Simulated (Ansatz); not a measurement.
```yaml
crystal:
  periodic: [false, false, false]
  atoms:
    - {symbol: C, position_ang: [-0.997166, 0.465468, 0.440806]}
    - {symbol: C, position_ang: [0.359948, 0.740659, 0.672986]}
    - {symbol: C, position_ang: [1.129387, -0.087089, -0.096574]}
    - {symbol: S, position_ang: [0.185515, -1.143135, -1.050274]}
    - {symbol: C, position_ang: [-1.295269, -0.503655, -0.442675]}
    - {symbol: H, position_ang: [0.748265, 1.486961, 1.350928]}
    - {symbol: H, position_ang: [2.207156, -0.130556, -0.152137]}
    - {symbol: H, position_ang: [-2.245740, -0.885650, -0.778761]}
basis:
  gaussian: {orbitals: "6-31++G**"}
magnetization: {spin_polarized: true, initial_magnetization: 1}
hamiltonian: {xc: {name: PBE-QIDH}}
```

```sh
$ ansatz run in.yaml --threads 4 --pin off --events-out ev --progress --plain --max-ram 10444MiB
```

It prints (some lines left out):

```
Functional definition: PBE-QIDH
1044 factors; integrals over basis functions are off by at most 1.3e-3 eV
mean field evaluation 1: about -15003.1581 eV, gradient 3.3e1 eV
mean field evaluation 2: about -15003.2940 eV, gradient 3.2e1 eV
mean field evaluation 4: about -15009.0650 eV, gradient 3.7e0 eV
mean field evaluation 8: about -15009.2096 eV, gradient 6.2e-1 eV
mean field evaluation 16: about -15009.2322 eV, gradient 6.5e-2 eV
mean field evaluation 32: about -15009.2327 eV, gradient 1.5e-5 eV
mean field -15009.23266642 eV, -551.5791268676 hartree, gradient 8.6e-6 eV, S^2 0.806259; 2 other end points of the search recorded, 0 dependent functions left out
9 core orbitals not correlated: weight in the atoms' cores, before any rotation towards them, 1.000 or more for the frozen orbitals, at most 0.000 for the correlated occupied ones
reference -15009.23268946 eV, -551.5791277145 hartree; 13, 12 occupied and 95, 96 virtual orbitals, 1044 factors
second order -19.60010466 eV of doubles, -0.00000000 eV of singles
Total energy: -15015.76605768 eV, -551.8192245680 hartree
```

It took 4.2 s on 4 threads of an Arm Neoverse V2 on a shared host, with 0.42 GiB of host memory at the peak.
